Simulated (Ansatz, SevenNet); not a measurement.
For wurtzite GaN, the machine-learned potential SevenNet-l3i5 (trained on PBE and PBE+U data) gives:

```
Property                          Value
------------------------------  -------
equilibrium lattice constant a  3.214 Å
c axis length                   5.242 Å
```

**Question.** What does LC-ωPBE (Ansatz, a quantum-chemistry and plane-wave program, plane waves, PAW) give for the same quantities?

**Answer.** 
- lattice constant a: 3.156 Å (falls by 1.8 %)
- lattice parameter c: 5.133 Å (drops by 2.1 %)

For comparison: lattice constant a 3.189 Å (measured, room temperature, not corrected to a static lattice; as tabulated in Lucero et al. (2012), arXiv:1111.4515); lattice parameter c 5.185 Å (measured, room temperature, no zero-point or thermal correction; as tabulated in Lucero et al. (2012), arXiv:1111.4515).

Changes are worked out from the printed values.

Unless a cell is named, each level is at its own relaxed cell (SevenNet-l3i5 11.73, LC-ωPBE 11.07 Å³/atom).

Ansatz's density-functional and Hartree–Fock values are scalar-relativistic unless marked +SOC, with PAW data made under PBE.
